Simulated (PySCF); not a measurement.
Frontier orbitals and the lowest excitations

Species: C3H5NO.
Cartesian coordinates in Å at the PBE0-D3(BJ)/def2-SVP level; atoms count from 1:
```
atom  x, y, z in Å
C1    -0.6065    0.0993   -0.9242
C2     0.0973   -0.0592    0.3838
N3    -0.3103   -0.8500    1.2897
C4     1.3472    0.7689    0.6087
O5     1.9803    0.6990    1.6280
H6     0.0618   -0.1594   -1.7621
H7    -0.9209    1.1449   -1.0768
H8    -1.4890   -0.5511   -0.9527
H9     0.3407   -0.7781    2.0865
H10    1.6543    1.4508   -0.2236
```

Computed, not measured: PySCF, TDDFT wB97X-D/def2-SVPD, vertical, gas phase, core orbitals frozen in the response.

Frontier orbitals with the atoms that hold most of them (Löwdin shares over 4%, at most four atoms; ? is withheld):

```json
{"orbital": "LUMO+2", "ε (eV)": "2.75", "atoms": "C2 23%, N3 18%, C4 14%, O5 11%"}
{"orbital": "LUMO+1", "ε (eV)": "2.18", "atoms": "C1 26%, C4 20%, H10 13%, H7 11%"}
{"orbital": "LUMO", "ε (eV)": "-0.68", "atoms": "?"}
{"orbital": "HOMO", "ε (eV)": "-9.76", "atoms": "N3 31%, O5 25%, C4 14%, C2 12%"}
{"orbital": "HOMO-1", "ε (eV)": "-10.89", "atoms": "?"}
{"orbital": "HOMO-2", "ε (eV)": "-11.18", "atoms": "N3 42%, C2 26%, C1 9%, O5 9%"}
{"orbital": "HOMO-3", "ε (eV)": "-13.55", "atoms": "C1 43%, H8 22%, H7 8%, H6 8%"}
```

Task: Which atoms hold the LUMO, and with what shares?

Result: C4 (bonded to C, O and H) 29%; O5 (bonded to C) 25%; N3 (bonded to C and H) 20%; C2 (bonded to 2 C and N) 17%. By element: carbon 46% or more, oxygen 25%, nitrogen 20%.

Task: Give the leading atoms of the HOMO-1.

Result: O5 (bonded to C) 41%; N3 (bonded to C and H) 37%; C2 (bonded to 2 C and N) 7%; C4 (bonded to C, O and H) 7%. By element: oxygen 41%, nitrogen 37%, carbon 14% or more.

Task: How does S1 compare with the orbital gap of 9.09 eV?

Result: S1 is at 3.46 eV (f = 0.0010), 5.62 eV below the gap, made of HOMO→LUMO (91%). 

Task: One configuration dominates each of S1, S2, S3 and S6. Which, and how do the shares of the two leading atoms of either orbital change from the occupied to the empty one?

Result: 
- S1 (3.46 eV, f 0.0010), HOMO→LUMO (91%): N3 31% → 20%, O5 25% → 25%, C4 14% → 29%
- S2 (4.61 eV, f 0.0011), HOMO-1→LUMO (88%): O5 41% → 25%, N3 37% → 20%, C4 7% → 29%
- S3 (6.29 eV, f 0.116), HOMO-2→LUMO (97%): N3 42% → 20%, C2 26% → 17%, C4 at most 9% → 29%, O5 9% → 25%
- S6 (7.82 eV, f 0.013), HOMO→LUMO+1 (83%): N3 31% → at most 11%, O5 25% → at most 11%, C1 at most 13% → 26%, C4 14% → 20%

Löwdin shares depend on the basis, the more so with diffuse functions.

One conformer stands for the species.
